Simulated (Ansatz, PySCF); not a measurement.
This PySCF input computes a CAM-B3LYP/def2-TZVPD energy:

```python
from pyscf import gto, scf, dft

mol = gto.M(
    atom='''
    C    -0.86779925   -0.02842753   -0.08465418
    O    -0.88803194   -1.05093051    0.59213902
    O     0.14572903    0.69139384   -0.44565963
    H    -1.80224265    0.42334062   -0.47790280
    C     1.53606667    0.43224451    0.07324310
    H     1.59861714   -0.65948461    0.19327966
    H     2.13244424    0.68953549   -0.81874536
    ''',
    basis='def2-tzvpd',
    charge=-1,
    spin=0,
    verbose=4,
)

mf = dft.RKS(mol, xc='camb3lyp').density_fit(auxbasis='def2-universal-jkfit')
mf.grids.level = 3
mf.conv_tol = 1e-9
mf.max_cycle = 100
mf.max_memory = 1500
mf.kernel()
if not mf.converged:
    mf = mf.newton()
    mf.kernel(mf.make_rdm1())
mf.analyze()
```

Question: Write an input for the same energy in Ansatz (a program for electronic structure) and say what it gives.

Answer: 
Ansatz 0.2 input:
```yaml
crystal:
  periodic: [false, false, false]
  atoms:
    - {symbol: C, position_ang: [-0.86779925, -0.02842753, -0.08465418]}
    - {symbol: O, position_ang: [-0.88803194, -1.05093051, 0.59213902]}
    - {symbol: O, position_ang: [0.14572903, 0.69139384, -0.44565963]}
    - {symbol: H, position_ang: [-1.80224265, 0.42334062, -0.47790280]}
    - {symbol: C, position_ang: [1.53606667, 0.43224451, 0.07324310]}
    - {symbol: H, position_ang: [1.59861714, -0.65948461, 0.19327966]}
    - {symbol: H, position_ang: [2.13244424, 0.68953549, -0.81874536]}
basis:
  gaussian:
    orbitals: def2-TZVPD
hamiltonian:
  xc: {name: CAM-B3LYP}
total_charge: -1
output: {forces: true}
```
It gives -228.42474 Eh, and PySCF -228.42479 Eh, a difference of 0.05 mEh, from the treatment of integrals and grids.

It need not be the lowest isomer of its formula. Whether it binds its extra electron was not tested at this geometry.
